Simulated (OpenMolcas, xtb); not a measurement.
**How methods differ on BClF (SMILES F[B]Cl)**

BClF: 3 atoms, total charge 0, spin state doublet. SMILES: `F[B]Cl`. The coordinates come from a GFN2-xTB relaxation.

```xyz
3

F     0.5259    1.0642    0.3957
B    -0.3912    0.3069   -0.1781
Cl   -0.1347   -1.3712   -0.2176
```

Quantity: the energy change with the B2–Cl3 bond stretched from 1.698 to 2.123 Å, in eV. The values are calculated.

| level | kind | program | value (eV) | less FCI/STO-3G | CPU time (all runs) |
| --- | --- | --- | --- | --- | --- |
| GFN2-xTB | semi-empirical | xtb | 0.83 | +0.33 | under 2 s |
| ROHF/STO-3G | Hartree–Fock | OpenMolcas | 0.79 | +0.29 | 4.3 s |
| UHF/STO-3G | Hartree–Fock | OpenMolcas | 0.77 | +0.27 | 3.3 s |
| USVWN5/STO-3G | LDA | OpenMolcas | 0.61 | +0.11 | 6.9 s |
| UPBE/STO-3G | GGA | OpenMolcas | 0.43 | -0.07 | 8.2 s |
| U-r2SCAN/STO-3G | meta-GGA | OpenMolcas | 0.51 | +0.01 | 10 s |
| UPBE0/STO-3G | global hybrid | OpenMolcas | 0.60 | +0.10 | 7.8 s |
| CASSCF(3,3)/STO-3G | multireference | OpenMolcas | 0.76 | +0.26 | 2.8 s |
| FCI/STO-3G | exact in the basis | OpenMolcas | 0.50 | 0.00 | 55 s |

FCI/STO-3G is exact within its basis and frozen core, so for wave-function methods in that basis the difference is their error; functionals converge differently with the basis, so for them it is only a difference. The first shape isn't each level's own minimum. The values span 0.43 to 0.83 eV. All rows use very small basis sets, so even the best lies far from the true value. CPU times are rough (shared hosts, several kinds of processor): they show what a rung costs within a factor of a few.
